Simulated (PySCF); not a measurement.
Bonds broken one at a time in the series In Cl-OH. Isolated molecules, 0 K electronic values unless said otherwise. One relaxed conformer stands for each flexible species; it need not be the lowest. Strings in code marks are SMILES.

All values below come from PySCF with ωB97X-D3(BJ)/def2-TZVP // B3LYP-D3(BJ)/def2-TZVP. 

```json
[
 {"species": "whole molecule (`[Cl][In]([Cl])[Cl]`)", "dipole moment (D)": "0.00", "highest occupied spin orbital (eV)": "–"},
 {"species": "radical fragment (`[Cl][In][Cl]`)", "dipole moment (D)": "2.87", "highest occupied spin orbital (eV)": "-9.30"},
 {"species": "radical fragment (`[OH]`)", "dipole moment (D)": "1.78", "highest occupied spin orbital (eV)": "___"},
 {"species": "radical fragment (`[OH][In][Cl]` (H–O–In–Cl torsion 180°))", "dipole moment (D)": "–", "highest occupied spin orbital (eV)": "-8.99"},
 {"species": "radical fragment (`[In]([OH])[OH]` (H–O–In–O torsion -180°, O–In–O–H torsion 180°))", "dipole moment (D)": "–", "highest occupied spin orbital (eV)": "-8.62"}
]
```

Q: Fill in the missing entries.

A: 
- radical fragment (`[OH]`), highest occupied spin orbital (eV): -11.83
